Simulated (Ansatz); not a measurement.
1T (CdI2-type) TiTe2, treated with PBE-D3(BJ) (PAW; Ansatz, a first-principles code).

Problem. Predict the interlayer binding energy, layer repeat distance and gap between the layers.

Solution. 
- interlayer binding energy: 39.2 meV/Å²
- layer repeat distance: 6.378 Å
- gap between the layers: 2.919 Å

Note: the volume lies 6 % below that of the published cell.

Spin–orbit coupling is not included.

Computed values are for the static lattice.
